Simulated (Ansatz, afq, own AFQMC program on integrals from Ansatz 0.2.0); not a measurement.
**C2H4, singlet, reference energies and how methods fare**

```yaml
atoms:
  - { symbol: C, position_ang: [-0.0879, -0.6436, -0.1436] }
  - { symbol: C, position_ang: [0.0879, 0.6436, 0.1436] }
  - { symbol: H, position_ang: [0.0325, -1.4236, 0.6145] }
  - { symbol: H, position_ang: [-0.3604, -0.9761, -1.1500] }
  - { symbol: H, position_ang: [-0.0325, 1.4236, -0.6145] }
  - { symbol: H, position_ang: [0.3604, 0.9761, 1.1500] }
```

Geometry: a PBE0/def2-SVP stationary point, not shown to be a minimum. Basis def2-TZVP. Noble-gas cores (and the filled d shells of Ga–Kr and In–Xe) are frozen. AFQMC by an in-house program on the Cholesky factors that Ansatz 0.2.0 writes for its CCSD(T) run. ph-AFQMC/CISD is guided by a CISD state made of CCSD amplitudes; releasing the constraint for a short imaginary time cuts its bias at the price of noise, slowly where states lie close. Error bars are statistical, one sigma.

Best estimates are CCSD(T) at the basis-set limit (def2-TZVPP/QZVPP) plus the step from CCSD(T) to the highest rung at hand in def2-TZVP, named in the table (released AFQMC can keep some 10 meV of bias). Fragments are relaxed and keep their bonds. No zero-point, core-correlation or spin–orbit terms. Other levels are in def2-TZVP; a dash marks a level that is missing or breaks spin symmetry for a member.

Cautions: C₂H₄ (singlet): the released energies move by 1.5 errors or more from one time to the next, so no released level is given (meV from the phaseless value at times in 1/Eh: -13 ± 5 at 0.24, -21 ± 5 at 0.51, -12 ± 6 at 0.99, -11 ± 5 at 1.62, -28 ± 7 at 2.40), though the last usable value meets CCSDT(Q) within the noise, its ph-AFQMC/CISD value lies 16 ± 5 meV above CCSDT(Q).

| process | best estimate (kJ/mol) | highest rung |
| --- | --- | --- |
| C2–C1 → CH2 (triplet; CH2) + CH2 (triplet) | 761 | CCSDT(Q) |
| to charge +1, doublet (vertical) | 1036 | CCSDT(Q) |
| to free atoms | 2352 | CCSDT(Q) |

Errors against the best estimates in kJ/mol, the processes numbered in the order above:

```
        level   error, 1   error, 2   error, 3
          MP2         -5         -9        -63
      CCSD(T)        -19        -11        -74
ph-AFQMC/CISD  -20 ± 0.5  -12 ± 0.7  -74 ± 0.5
  CCSD(T)/CBS          0          0          0
          PBE          3        -10         37
       r2SCAN        -52        -27         -2
         PBE0        -23        -26          3
        B3LYP        -12        -18          0
      wB97M-V          4        -24          1
       B2PLYP         -8        -22        -23
```

Cost at the first geometry (cards were shared with other jobs): PBE0/def2-TZVP, 1.2 s on 1 thread of AMD EPYC 7R13 Processor (Zen 3) (shared host); RCCSD(T)/def2-TZVP, 2.2 s on 1 × NVIDIA H100 80GB HBM3 with 1 thread of AMD EPYC 7R13 Processor (Zen 3) (shared host); CCSD(T)/def2-QZVPP, 3.3 s on 1 × NVIDIA H100 80GB HBM3 with 1 thread of AMD EPYC 7R13 Processor (Zen 3), on a shared host; CCSDT(Q), 3.2 s on 1 × NVIDIA H100 80GB HBM3 with 1 thread of AMD EPYC 7R13 Processor (Zen 3), on a shared host; ph-AFQMC/CISD with release, 56 s on 1 × NVIDIA H100 80GB HBM3 with 2 threads of AMD EPYC 7R13 Processor (Zen 3) (shared host).

Best estimates are given only where the step beyond CCSD(T) is under 0.3 eV and no member's determinant is very poor (T1 over 0.05, or 0.07 for open shells, ⟨S²⟩ too high by 0.3, two states mixed), so the hardest cases are missing from such tables.

The functionals ran in a triple-zeta set and keep a basis error of their own, a few kJ/mol for each bond in atomization energies and more for double hybrids, so close places among them and the extrapolated levels can swap.

CCSDT and higher add their correlation energy to the determinant of the CCSD(T) run, since their own runs factorise the integrals more tightly (a shift of under 2 meV). Each member of a difference takes its own highest rung, so a best estimate needn't equal the limit plus the step of one row. A walk keeps the symmetry of its determinant, which the program's search chose and which needn't be the lowest solution, so a lower state of the same spin and another symmetry isn't excluded.
